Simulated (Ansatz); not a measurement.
Geometry optimisation, Ansatz, RHF/def2-TZVP.

input.yaml

```yaml
crystal:
  periodic: [false, false, false]
  atoms:
    - { symbol: Al, position_ang: [0.0, 0.0, 0.0] }
    - { symbol: C, position_ang: [0.0, 0.0, 1.97] }
    - { symbol: H, position_ang: [-0.9996, -0.3092, 2.3405] }
    - { symbol: H, position_ang: [0.7676, -0.7111, 2.3405] }
    - { symbol: H, position_ang: [0.232, 1.0203, 2.3405] }
    - { symbol: H, position_ang: [1.351, 0.0, -0.78] }
    - { symbol: H, position_ang: [-1.351, 0.0, -0.78] }
basis:
  gaussian: { orbitals: def2-TZVP }
hamiltonian:
  xc: hf
relax:
  f_tol: 0.02
  max_steps: 40
output:
  orbitals: {}
```

Launched with:

```bash
$ ansatz run input.yaml --threads 1 --pin off --max-ram 2048MiB --backend cpu --events-out ev --progress --plain --runs-dir out
```

**Question.** Where does it end, and by what steps?

**Answer.** The forces met the threshold. After 3 steps the energy has fallen by 0.052 eV; H3 moved furthest, 0.05 Å.

```json
{"step": "0", "energy less start (eV)": "0.0000", "largest force component (eV/Å)": "0.814", "accepted": "yes"}
{"step": "1", "energy less start (eV)": "-0.0495", "largest force component (eV/Å)": "0.191", "accepted": "yes"}
{"step": "2", "energy less start (eV)": "-0.0520", "largest force component (eV/Å)": "0.032", "accepted": "yes"}
{"step": "3", "energy less start (eV)": "-0.0522", "largest force component (eV/Å)": "0.009", "accepted": "yes"}
```

```xyz
7
Properties=species:S:1:pos:R:3
Al -0.005 -0.005 0.001
C -0.007 -0.012 1.962
H -0.968 -0.296 2.381
H 0.749 -0.682 2.363
H 0.229 0.982 2.340
H 1.362 0.007 -0.797
H -1.359 0.007 -0.819
```

The run took 3.8 s on 1 thread of Arm Neoverse V1, with other jobs on the host, peak memory 0.14 GiB.
